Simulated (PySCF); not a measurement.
acetic acid cation (C2H4O2), SMILES CC(=O)O (connectivity only; charge and spin as stated), charge +1, multiplicity 2. Atoms are numbered in the order given.

```xyz
8

C      0.3179     1.3561     0.0000
C     -0.0543    -0.0905     0.0000
O      0.8545    -0.9963     0.0000
O     -1.2788    -0.3453     0.0000
H     -0.5613     2.0169     0.0000
H      0.9227     1.5226     0.9110
H      0.9227     1.5226    -0.9110
H      0.5282    -1.9233     0.0000
```
Charge +1, spin multiplicity 2.

Coordinates come from a B3LYP-D3(BJ)/def2-SVP optimisation. The multiplicity is an assumed one; other spin states were not compared. One conformer was computed; it need not be the lowest.

Level of theory: PySCF with PBE0/pcH-1.

Unrestricted Kohn–Sham, ⟨S²⟩ = 0.755. Hyperfine tensors hold the contact and dipolar terms, without spin-orbit corrections.

Computed hyperfine couplings:
| nucleus | A(iso) (MHz) | A(iso) (G) | dipolar principal values (MHz) |
|---|---|---|---|
| 13C no. 1 | 19.4 | 6.9 | -13.2, -12.0, 25.2 |
| 13C no. 2 | -31.8 | -11.3 | -12.6, -0.9, 13.5 |
| 17O no. 3 | 2.8 | 1.0 | -24.6, 9.7, 14.9 |
| 17O no. 4 | -46.7 | -16.6 | -267.1, 125.5, 141.6 |
| 1H no. 5 | 16.8 | 6.0 | -9.7, -3.8, 13.5 |
| 1H no. 6 | 31.5 | 11.2 | -6.8, -1.0, 7.8 |
| 1H no. 7 | 31.5 | 11.2 | -6.8, -1.0, 7.8 |
| 1H no. 8 | -5.8 | -2.1 | -9.3, -1.2, 10.5 |

Q: And the g tensor (effective nuclear charges for spin-orbit coupling, GIAO)? (An estimate is asked for; the answer gives what the named calculation found.)

A: principal values 2.0027, 2.0072, 2.0109; isotropic 2.0069.
